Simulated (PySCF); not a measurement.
# How the numerical set-up moves the result for CF

The method stays; parts of the set-up, such as the basis or the Hamiltonian, are changed.

The runs use PySCF 2.14.0; method and basis as typed in the scripts.

2 further runs of the same task are left out: 2 that didn't finish.

## (1) Where the work starts

CF: 2 atoms, charge 0, spin multiplicity 2.

Bond lengths: C1–F2 1.252 Å.

## (2) Base script

Input file input.py:

```python
from pyscf import gto, dft

mol = gto.M(
    atom='C 0 0 0; F 0 0 1.252',
    basis='cc-pcvdz',
    charge=0,
    spin=1,
    verbose=3,
)
mf = dft.ROKS(mol, xc='b3pw91')
mf.kernel()
mf.dip_moment()
print('orbital energies (hartree):', mf.mo_energy[..., max(0, mol.nelec[1]-3):mol.nelec[0]+3].round(4))
```

Started as:

```console
$ python input.py
```

Its log is not repeated here.

It gives: E(SCF) = -137.732345 Eh, μ = 0.92 D.

The bond length is a typed value, not an optimised one.

## (3) Cc-pvdz-dk (X2C on)

Run 1 changes basis set: cc-pcvdz → cc-pvdz-dk; spin-free X2C: off → on.

input.py, as its differences from that of step 2:

```diff
@@ -4,3 +4,3 @@
     atom='C 0 0 0; F 0 0 1.252',
-    basis='cc-pcvdz',
+    basis='cc-pvdz-dk',
     charge=0,
@@ -10,2 +10,3 @@
 mf = dft.ROKS(mol, xc='b3pw91')
+mf = mf.sfx2c1e()
 mf.kernel()
```

Started as:

```console
$ python input.py
```

Output:

```text
converged SCF energy = -137.833269508727
Dipole moment(X, Y, Z, Debye): -0.00000,  0.00000,  0.92055
orbital energies (hartree): [-0.5464 -0.5409 -0.3901 -0.1157 -0.0882  0.1858  0.4785]
```

Wall time 1.4 s (1 thread, shared host).

Outcome: E(SCF) = -137.833270 Eh, μ = 0.92 D.

## (4) Density fitting weigend

Run 2 changes density fitting: none → weigend.

input.py, as its differences from that of step 2:

```diff
@@ -10,2 +10,3 @@
 mf = dft.ROKS(mol, xc='b3pw91')
+mf = mf.density_fit(auxbasis='weigend')
 mf.kernel()
```

Started as:

```console
$ python input.py
```

Output:

```text
converged SCF energy = -137.731468815128
Dipole moment(X, Y, Z, Debye): -0.00000,  0.00000,  0.91493
orbital energies (hartree): [-0.5473 -0.5419 -0.3902 -0.1161 -0.0886  0.1859  0.4782]
```

It took 2.1 s on 1 thread, shared host.

This run: E(SCF) = -137.731469 Eh (+0.0238 eV from the base), μ = 0.91 D.

The weigend set is made for the Coulomb term alone, and here it fits exchange too.

## (5) Sbkjc (core potential on)

Run 3 changes basis set: cc-pcvdz → sbkjc; core potential: off → on. The core potential changes with it: totals don't compare.

input.py, as its differences from that of step 2:

```diff
@@ -4,3 +4,4 @@
     atom='C 0 0 0; F 0 0 1.252',
-    basis='cc-pcvdz',
+    basis='sbkjc',
+    ecp={'C': 'sbkjc', 'F': 'sbkjc'},
     charge=0,
```

Started as:

```console
$ python input.py
```

Output:

```text
converged SCF energy = -29.6556132311203
Dipole moment(X, Y, Z, Debye): -0.00000, -0.00000,  0.68826
orbital energies (hartree): [-0.5616 -0.5567 -0.3992 -0.1334 -0.106   0.1271  0.3052]
```

Wall time 1.6 s (1 thread, shared host).

This run: E(SCF) = -29.655613 Eh, μ = 0.69 D.

## (6) Cartesian functions on

Run 4 changes Cartesian functions: off → on.

input.py, as its differences from that of step 2:

```diff
@@ -7,2 +7,3 @@
     spin=1,
+    cart=True,
     verbose=3,
```

Started as:

```console
$ python input.py
```

Output:

```text
converged SCF energy = -137.734171033791
Dipole moment(X, Y, Z, Debye):  0.00000, -0.00000,  0.93247
orbital energies (hartree): [-0.5478 -0.5423 -0.3908 -0.1166 -0.0891  0.1836  0.4177]
```

It took 1.8 s on 1 thread, shared host.

Outcome: E(SCF) = -137.734171 Eh (-0.0497 eV from the base), μ = 0.93 D.

## (7) Jorge-dzp

Run 5 changes basis set: cc-pcvdz → jorge-dzp.

input.py, as its differences from that of step 2:

```diff
@@ -4,3 +4,3 @@
     atom='C 0 0 0; F 0 0 1.252',
-    basis='cc-pcvdz',
+    basis='jorge-dzp',
     charge=0,
```

Started as:

```console
$ python input.py
```

Output:

```text
converged SCF energy = -137.753874973391
Dipole moment(X, Y, Z, Debye): -0.00000,  0.00000,  0.88673
orbital energies (hartree): [-0.5523 -0.5469 -0.393  -0.1214 -0.0941  0.1625  0.3505]
```

Wall time 2.4 s (1 thread, shared host).

Result: E(SCF) = -137.753875 Eh (-0.5859 eV from the base), μ = 0.89 D.

## (8) Jorge-dzp-dkh (X2C on)

Run 6 changes basis set: cc-pcvdz → jorge-dzp-dkh; spin-free X2C: off → on.

input.py, as its differences from that of step 2:

```diff
@@ -4,3 +4,3 @@
     atom='C 0 0 0; F 0 0 1.252',
-    basis='cc-pcvdz',
+    basis='jorge-dzp-dkh',
     charge=0,
@@ -10,2 +10,3 @@
 mf = dft.ROKS(mol, xc='b3pw91')
+mf = mf.sfx2c1e()
 mf.kernel()
```

Started as:

```console
$ python input.py
```

Output:

```text
converged SCF energy = -137.856630665661
Dipole moment(X, Y, Z, Debye):  0.00000,  0.00000,  0.88660
orbital energies (hartree): [-0.5518 -0.5464 -0.3932 -0.1213 -0.094   0.162   0.3513]
```

Run time: 1.6 s. Hardware: 1 thread, shared host.

Result: E(SCF) = -137.856631 Eh, μ = 0.89 D.

## (9) All runs together

```csv
run,E(SCF) (hartree),from base (eV),SCF dipole (D),functions
base,-137.732345,0,0.92,36
cc-pvdz-dk (X2C on),-137.833270,not comparable,0.92,28
density fitting weigend,-137.731469,+0.0238,0.91,36
sbkjc (core potential on),-29.655613,not comparable,0.69,16
Cartesian functions on,-137.734171,-0.0497,0.93,n/a
jorge-dzp,-137.753875,-0.5859,0.89,30
jorge-dzp-dkh (X2C on),-137.856631,not comparable,0.89,30
```

Wall time on 1 thread, shared host, start-up included: base 1.7 s; cc-pvdz-dk (X2C on) 1.4 s; density fitting weigend 2.1 s; sbkjc (core potential on) 1.6 s; Cartesian functions on 1.8 s; jorge-dzp 2.4 s; jorge-dzp-dkh (X2C on) 1.6 s.

**Reading.** Of the runs whose energies can be compared, “jorge-dzp” moves the SCF energy most (-0.586 eV). jorge-dzp (30 functions) gives an energy 0.59 eV lower than cc-pcvdz (36); size alone doesn't order basis sets of different families.
